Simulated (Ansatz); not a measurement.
Results of PBE in Ansatz (plane waves, PAW) for α-quartz (SiO2).

Run with plane-wave cutoff 520 eV, 6×6×4 k mesh (along the axes of the cell as run), scalar-relativistic PAW data made under PBE.

Computed at the level's own relaxed cell.

```
CELL_PARAMETERS angstrom
      5.02314     0.00000     0.00000
     -2.51157     4.35017     0.00000
      0.00000     0.00000     5.51124
ATOMIC_POSITIONS crystal
  Si 0.00000 0.47684 0.33333
  Si 0.52316 0.52316 0.00000
  Si 0.47684 0.00000 0.66667
  O  0.25516 0.41456 0.20493
  O  0.58544 0.84060 0.87160
  O  0.74484 0.15940 0.46174
  O  0.84060 0.58544 0.12840
  O  0.41456 0.25516 0.79507
  O  0.15940 0.74484 0.53826
```

Q: Give the elastic tensor (Voigt notation, GPa, ions relaxed, in the Cartesian axes of the cell as printed).

A: 
```
   82.2    -1.0     8.7    17.7     0.0     0.0
   -1.0    82.2     8.7   -17.7     0.0     0.0
    8.7     8.7    90.0     0.0     0.0     0.0
   17.7   -17.7     0.0    52.6     0.0     0.0
    0.0     0.0     0.0     0.0    52.6    17.7
    0.0     0.0     0.0     0.0    17.7    41.6
```

Measured, for comparison: elastic constant C11 86.8 GPa, elastic constant C12 6.99 GPa, elastic constant C44 58.3 GPa, elastic constant C33 105 GPa, elastic constant C13 11.8 GPa, elastic constant C66 39.9 GPa (298 K, no zero-point or thermal correction, C14's sign depends on the axes; as tabulated in Xie et al. (2023), arXiv:2212.00284). Computed (rounded) less measured: elastic constant C11 -5 %, elastic constant C12 -114 %, elastic constant C44 -10 %, elastic constant C33 -14 %, elastic constant C13 -26 %, elastic constant C66 +4 %. A static lattice is as a rule a little smaller and stiffer than an uncorrected measurement, which narrows the difference in the elastic constant C66 and would widen misses of the other sign.

Computed values are for the static lattice.

Ansatz is a quantum-chemistry and plane-wave program.
